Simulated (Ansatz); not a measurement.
Process, species as SMILES: C1=CC1 + 4 [H][H] (H2) → 3 C (CH4)
B3LYP-D3(BJ)/def2-TZVP geometries, fixed; electronic energies without zero-point terms.
Largest species:
```
C
H 1 1.0889
H 1 1.0889 2 113.66
C 1 1.5050 2 119.64 3 150.54
C 4 1.2868 1 64.69 2 105.61
H 5 1.0750 4 149.73 1 180.00
H 4 1.0750 5 149.73 6 0.00
```
Charge 0, spin multiplicity 1.

Basis-set convergence of the energy of full hydrogenation at CCSD(T) with Ansatz (a quantum-chemistry and plane-wave program). All functions are spherical. Cores are frozen. No added dispersion term, no relativity. Functions are those of the species that has most. Reference: Hartree-Fock in cc-pVQZ plus the correlation part extrapolated as X^-3 from cc-pVTZ and cc-pVQZ, -141.93 kcal/mol, itself unsure by roughly 0.22 kcal/mol (a third of the extrapolation step and of the last Hartree-Fock step). Deviations are taken from unrounded values.

| basis | functions |
|---|---|
| def2-SV(P) | 50 |
| def2-SVP | 62 |
| def2-SVPD | 92 |
| def2-TZVP | 117 |
| def2-TZVPD | 147 |
| def2-TZVPP | 149 |
| def2-TZVPPD | 179 |
| def2-QZVPP | 291 |
| def2-QZVPPD | 321 |

Problem. Which is the smallest def2 set listed that can be trusted to 1 kcal/mol here, that is, within that of the reference together with its larger relatives (same family, alike in diffuse functions; a set with none to test it counts only in the reference's own line)?

Solution. The smallest set listed that lies within 1 kcal/mol of the reference with all its larger relatives (same family, alike in diffuse functions; a set with none counts only in the reference's own line) is def2-TZVPP (149 functions, -0.14 kcal/mol off). Value minus reference: def2-SV(P) 15.36, def2-SVP -2.35, def2-SVPD -4.21, def2-TZVP 2.97, def2-TZVPD 3.73, def2-TZVPP -0.14, def2-TZVPPD -0.24, def2-QZVPP 0.19, def2-QZVPPD 0.24 kcal/mol.
